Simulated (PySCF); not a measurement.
**AlSi from Hartree–Fock to correlated methods**

State: ⁴Σ⁻ (quartet), unpaired electrons σ ↑, π ↑↑. Set-up: basis Al 6-311G(d,p), Si 6-311G(d,p); no relativity; PySCF 2.14. De refers to Al + Si in their high-spin ground configurations, without counterpoise correction. The functionals are run spin-unrestricted. A positive dipole means Al(−)Si(+).

```json
{"Level": "UHF", "Re (Å)": "2.495", "ωe (cm⁻¹)": "337", "De (eV)": "1.59", "μ (D)": "-2.21"}
{"Level": "UHF-MP2", "Re (Å)": "2.412", "ωe (cm⁻¹)": "384", "De (eV)": "2.19", "μ (D)": "n/a"}
{"Level": "UHF-SCS-MP2", "Re (Å)": "2.417", "ωe (cm⁻¹)": "380", "De (eV)": "2.01", "μ (D)": "n/a"}
{"Level": "UHF-CCSD", "Re (Å)": "2.424", "ωe (cm⁻¹)": "382", "De (eV)": "2.13", "μ (D)": "n/a"}
{"Level": "UHF-CCSD(T)", "Re (Å)": "2.419", "ωe (cm⁻¹)": "386", "De (eV)": "2.25", "μ (D)": "n/a"}
{"Level": "PBE", "Re (Å)": "2.443", "ωe (cm⁻¹)": "362", "De (eV)": "2.68", "μ (D)": "-1.34"}
{"Level": "revPBE", "Re (Å)": "2.454", "ωe (cm⁻¹)": "357", "De (eV)": "2.54", "μ (D)": "-1.35"}
{"Level": "r²SCAN", "Re (Å)": "2.425", "ωe (cm⁻¹)": "374", "De (eV)": "2.67", "μ (D)": "-1.48"}
{"Level": "PBE0", "Re (Å)": "2.426", "ωe (cm⁻¹)": "373", "De (eV)": "2.53", "μ (D)": "-1.55"}
{"Level": "r²SCAN0", "Re (Å)": "2.419", "ωe (cm⁻¹)": "377", "De (eV)": "2.51", "μ (D)": "-1.66"}
{"Level": "M06-2X", "Re (Å)": "2.417", "ωe (cm⁻¹)": "376", "De (eV)": "2.53", "μ (D)": "-1.57"}
{"Level": "CAM-B3LYP", "Re (Å)": "2.422", "ωe (cm⁻¹)": "368", "De (eV)": "2.17", "μ (D)": "-1.73"}
```

(1) Which functional lies closest to UHF-CCSD(T) in De, which farthest, and by how much do they differ from it?

(2) What does a quarter of exact exchange do here, going from PBE to PBE0?

(3) What does the step from GGA to meta-GGA do here, going from PBE to r²SCAN?

Correlated steps freeze 10 core orbitals. The CCSD T1 diagnostic is raised, a sign that a single reference may not be enough here. The state was picked by a PBE0 search and need not be the measured ground state.

The whole job (state search and all levels along the bond) took about 2.3 min on 1 thread of Arm Neoverse V1 (shared host), peak memory 0.62 GiB.

Answers

(1) Closest is CAM-B3LYP (+0.3 pm in Re, -4.7 % in ωe, -0.08 eV in De against UHF-CCSD(T) in the same basis), farthest PBE (+2.4 pm in Re, -6.2 % in ωe, +0.43 eV in De). CCSD(T) converges more slowly with the basis than the functionals do and binds too weakly in this one, so the order can change at the basis-set limit.

(2) PBE0 less PBE: -1.7 pm in Re, +3.0 % in ωe, -0.15 eV in De. Exact exchange removes part of the self-interaction that spreads semilocal densities, and in most molecules shortens and stiffens the bond and lowers De; so it does here.

(3) r²SCAN less PBE: -1.8 pm in Re, +3.3 % in ωe, -0.01 eV in De.
